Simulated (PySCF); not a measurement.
# The bond of AlCl, level by level

An exercise on one series of results from a longer session: the logs are not shown, and one member is left open.

Computed with PySCF 2.14.0. Level: Al def2-TZVPPD, Cl def2-TZVPPD, no relativity.

The first run:

Settings of the job:

- atoms: Al, Cl
- charge: 0
- basis: Al def2-TZVPPD, Cl def2-TZVPPD
- Hamiltonian: no relativity
- basis functions: 99
- electrons treated: 30
- masses in u: 26.9815, 34.9689
- levels: PBE0, PBE, r²SCAN, M06-2X, r²SCAN0, M06-L, r²SCANh, PW91, ωB97M-V, HF, MP2, SCS-MP2, CCSD, CCSD(T)
- grid: 80 radial by 434 angular points
- occupations: held fixed by the projection of orbital angular momentum
- dissociation limit: Al + Cl, each in its ground configuration
- starting distance in angstrom: 2.165
- values of 2S to try: 0, 2

Launch:

```
$ OMP_NUM_THREADS=2 python dia.py task.json out
```

Among the steps run: Set-up; PBE0 along the bond; Other states along the same grid; PBE; r²SCAN; M06-2X (hybrid meta-GGA); r²SCAN0 (hybrid meta-GGA); M06-L (meta-GGA); r²SCANh; PW91; ωB97M-V; RHF (mean field); MP2 and coupled cluster.

One table of the session follows, with a row left open; its other results are not shown here.

Energy (eV) from each level's lowest point:

```
R (Å)    RHF  RHF-MP2  RHF-SCS-MP2  RHF-CCSD  RHF-CCSD(T)
1.852  0.898    0.892        0.904       n/a          n/a
1.939  0.392    0.388        0.396     0.390        0.395
2.025  0.119    0.117        0.122     0.118        0.121
2.089  0.025    0.024        0.026     0.024        0.026
2.154  0.000    0.000        0.000     0.000        0.000
2.219  0.027    0.029        0.026     0.029        0.027
2.305      ?        ?            ?         ?            ?
2.413  0.301    0.313        0.304     0.314        0.308
2.542  0.569    0.592        0.578     0.592        0.585
2.714  0.962    1.003        0.983       n/a          n/a
```

Estimate the missing values for R (Å) = 2.305.

Worked estimate for «RHF». A straight line through the neighbours (2.219, 0.027) and (2.413, 0.301) gives 0.027 + (0.301 − 0.027) × (2.305 − 2.219) / (2.413 − 2.219) = 0.148; a parabola fitted to 4 rows on both sides gives 0.128.

**Answer.** RHF: 0.121; RHF-MP2: 0.127; RHF-SCS-MP2: 0.121; RHF-CCSD: 0.127; RHF-CCSD(T): 0.123. In «RHF» the line misses by +0.027 and the parabola by +0.007.

Limits of these values: Lowest PBE0 solution found, without spin–orbit coupling: ¹Σ⁺ (singlet), closed shell. Warnings in the runs' records: inverted.
